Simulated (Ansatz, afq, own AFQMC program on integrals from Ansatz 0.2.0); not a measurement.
AFQMC on a folder of integrals that Ansatz 0.2.0 wrote.

```yaml
crystal:
  periodic: [false, false, false]
  atoms:
    - {symbol: Si, position_ang: [0.000000, 0.066950, 0.996261]}
    - {symbol: Si, position_ang: [0.000000, -0.001786, -1.103965]}
    - {symbol: H, position_ang: [0.000000, -0.543862, 2.947910]}
    - {symbol: H, position_ang: [0.000000, -1.271895, 0.053175]}
basis:
  gaussian: {orbitals: cc-pVDZ}
magnetization: {spin_polarized: false}
correlation: {method: ccsd_t, electrons: outside_noble_gas, hamiltonian_folder: ham}
```

```sh
$ ansatz run in.yaml --threads 1 --pin off --events-out ev --progress --plain --max-ram 1382MiB
```

Options of the walk:

```
--method phaseless --trial hf --walkers 120 --populations 1 --least-time 40 --time-step 0.005 --steps-per-block 20 --equilibration-blocks 160 --max-blocks 600 --target-error 0.00228 --factor-cut 1e-05 --seed 7030 --taylor-order 6
```

Times are imaginary, in 1/Eh. The walk had a cap of 1091 s.

```
orbitals 36  electrons 5 5  factors 271 of 455
reference energy -578.85060722 Eh
CCSD correlation -0.23325230 Eh in 12 cycles, weight of the determinant in the CISD state 0.8133
energy of the start -578.850607 Eh
 block  time / (1/Eh)  mean weight  energy / Eh
     1     0.100  1.0004  -578.880505
     2     0.200  1.0010  -578.906127
     3     0.300  1.0008  -578.929885
     4     0.400  0.9993  -578.949563
     5     0.500  1.0014  -578.968008
     7     0.700  1.0017  -578.989344
     9     0.900  1.0008  -579.006383
    20     2.000  1.0002  -579.077770
    58     5.800  1.0007  -579.105357
    96     9.600  0.9996  -579.117473
   115    11.500  1.0001  -579.254966
   134    13.400  0.9995  -579.076882
   172    17.200  0.9998  -579.081250
   210    21.000  1.0000  -579.120992
   248    24.800  0.9997  -579.117645
   286    28.600  0.9998  -579.078838
   324    32.400  0.9998  -579.106791
   362    36.200  1.0003  -579.113649
   400    40.000  0.9995  -579.086325
   438    43.800  1.0012  -579.118633
   476    47.600  0.9992  -579.093209
   514    51.400  1.0001  -579.096596
   552    55.200  0.9991  -579.082341
   590    59.000  0.9982  -579.122886
   628    62.800  0.9988  -579.071661
   666    66.600  0.9994  -579.147571
   704    70.400  1.0013  -579.115859
   742    74.200  1.0003  -579.175734
blocks merged  error / Eh  count
     1  0.000980  600
     2  0.001324  300
     4  0.001793  150
     8  0.002430  75
    16  0.003042  37
    32  0.003767  18
    64  0.004796  9
energy -579.103292 +/- 0.003767 Eh
(rows thinned)
```

Question: Estimate how long the walk took on 1 thread of Intel(R) Xeon(R) Platinum 8259CL CPU @ 2.50GHz (Skylake/Cascade Lake), on a shared host.

Answer: 4.5 min of wall time.

The run passed its tests (sampling time, drift between the halves within three errors, error under three times the target), which doesn't prove that it has relaxed.

Against this walk (error 102.5 meV) on the same determinant: CCSD(T) 154.5 meV higher (within the noise), CCSDT(Q) 76.0 meV higher (within the noise), a separate phaseless walk with a CISD trial and standard settings 129.9 ± 104.3 meV higher (within the noise). The error is statistical and leaves out the bias of the constraint.

Cautions: constraint bias not in the error; error above the target (102.5 against 62.0 meV); higher spins were not checked; restricted determinant unstable towards unrestricted (UHF 131 meV lower, ⟨S²⟩ 0.67); raised T1 diagnostic (T1 0.023, weight of the determinant 0.81, largest double 0.13); the bias of populations of 120 walkers isn't removed.

CCSDT and higher add their correlation energy to the determinant of the CCSD(T) run, since their own runs factorise the integrals more tightly (a shift of under 2 meV). A walk keeps the symmetry of its determinant, which the program's search chose and which needn't be the lowest solution, so a lower state of the same spin and another symmetry isn't excluded.
